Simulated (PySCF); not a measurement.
Species: C5H12N (charge +1).
SMILES: `C[NH+]1CCCC1`

The closed-shell SCF was solved with PySCF and density fitting under several settings on one GFN2-xTB geometry (grid level 2 and gas phase unless stated).

| settings | basis functions | SCF cycles | E (Eh) | HOMO (eV) | LUMO (eV) |
| --- | --- | --- | --- | --- | --- |
| PBE0/pcSseg-1 | 162 | 12 | -251.9327 | -13.95 | -4.07 |
| CAM-B3LYP/def2-SVPD | 216 | 12 | -251.9570 | -15.36 | -3.45 |
| X3LYP/aug-cc-pVDZ, start guess atom | 246 | 10 | -252.1648 | -13.73 | -4.77 |
| BLYP/pcSseg-1 | 162 | 14 | -252.0901 | -12.44 | -5.00 |
| PBE0/STO-3G, level shift 0.3 Eh | 42 | 9 | -249.0162 | -13.36 | 1.61 |
| CAM-B3LYP/pcSseg-1, fitting basis def2-qzvpp-jkfit | 162 | 9 | -252.0936 | -15.40 | -3.20 |
| WP04/pcSseg-1, IEF-PCM cyclohexane | 162 | 13 | -258.7499 | -13.02 | -3.23 |

Question: Estimate the row for these settings: KT3/6-31G-J.

Answer: 
```json
{"settings": "KT3/6-31G-J", "basis functions": "120", "SCF cycles": "12", "E (Eh)": "-256.3202", "HOMO (eV)": "-12.67", "LUMO (eV)": "-4.60"}
```

Question: Over all rows, what range does the HOMO–LUMO gap span?

Answer: From 7.44 eV (BLYP/pcSseg-1) to 14.97 eV (PBE0/STO-3G, level shift 0.3 Eh). The functional of the narrowest has no exact exchange, that of the widest 25 % exact exchange.

Question: Compare two rows with the functional PBE0: PBE0/STO-3G, level shift 0.3 Eh and PBE0/pcSseg-1. Which energy is lower, and by how much?

Answer: PBE0/pcSseg-1 (162 functions) lies 2.9165 Eh or 1830 kcal/mol below PBE0/STO-3G, level shift 0.3 Eh (42 functions).

Cycle counts include a coarse-grid stage where the run had one. KT3 and WP04 were designed for NMR shieldings or shifts; total energies of different functionals aren't comparable. Geometry: GFN2-xTB, one conformer.
